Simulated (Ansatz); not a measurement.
## TA phonon frequency at L of zinc-blende GaP at several levels of theory

No measured value is used here.

| level (code) | value (cm⁻¹) | cell (Å³/atom) |
|---|---|---|
| LDA (Ansatz) | (withheld) | 19.59 |
| PBE (Ansatz) | 80 | 20.87 |
| revPBE (Ansatz) | 81 | 21.27 |
| PBE-D3(BJ) (Ansatz) | 78 | 20.19 |
| r²SCAN (Ansatz) | 84 | 20.25 |
| r²SCAN+rVV10 (Ansatz) | (withheld) | 20.08 |
| HSE06 (Ansatz) | 85 | 20.40 |
| LC-ωPBE (Ansatz) | 91 | 19.47 |
| r²SCANh (Ansatz) | (withheld) | 20.17 |
| Hartree–Fock (Ansatz) | 100 | 21.35 |

Complete the blanks.


- LDA (Ansatz, an electronic-structure program), value (cm⁻¹): 79
- r²SCAN+rVV10 (Ansatz), value (cm⁻¹): 83
- r²SCANh (Ansatz), value (cm⁻¹): 86

PBE-D3(BJ): the dispersion coefficients are held fixed in the derivatives. Each level is taken at its own relaxed cell. Cutoffs and k meshes differ between the levels. Ansatz's density-functional and Hartree–Fock values are scalar-relativistic unless marked +SOC, with PAW data made under PBE.
